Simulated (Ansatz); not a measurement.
Process, species as SMILES: C#C (C2H2) → C2H2+ (doublet, bonded as C#C) + e-
B3LYP-D3(BJ)/def2-TZVP geometries, fixed; electronic energies without zero-point terms.
Largest species:
```xyz
4

C      0.0000     0.0000    -0.5984
C      0.0000     0.0000     0.5984
H      0.0000     0.0000     1.6611
H      0.0000     0.0000    -1.6611
```

Basis-set convergence of the adiabatic ionisation energy at CCSD(T) with Ansatz (a quantum-chemistry and plane-wave program). Cartesian d functions, on some or all atoms, in 6-31G*, 6-31+G*; all else is spherical. Cores are frozen. Open shells are unrestricted. No added dispersion term, no relativity. Functions are those of the species that has most. Reference: Hartree-Fock in cc-pVQZ plus the correlation part extrapolated as X^-3 from cc-pVTZ and cc-pVQZ, 11.407 eV, itself unsure by roughly 0.019 eV (a third of the extrapolation step and of the last Hartree-Fock step). Deviations are taken from unrounded values.

```
basis              functions  adiabatic ionisation energy (eV)  minus reference (eV)
-----------------  ---------  --------------------------------  --------------------
STO-3G                    12                             9.601                -1.806
3-21G                     22                            10.982                -0.425
6-31G                     22                            10.782                -0.625
def2-SV(P)                32                            11.015                -0.393
6-31G*                    34                            10.799                -0.609
def2-SVP                  38                            11.063                -0.344
6-31+G*                   42                            10.934                -0.473
6-311G**                  48                            11.095                -0.312
aug-cc-pVDZ               64                            11.107                -0.300
aug-pcseg-1               64                            11.141                -0.266
def2-TZVP                 74                            11.266                -0.141
jun-cc-pV(T+d)Z          106                            11.294                -0.113
6-311++G(3df,3pd)        114                            11.305                -0.103
aug-cc-pVTZ              138                            11.317                -0.090
cc-pVQZ                  170                            11.355                -0.052
def2-QZVPP               174                            11.356                -0.051
pcseg-3                  186                            11.357                -0.051
def2-QZVPPD              192                            11.358                -0.049
```
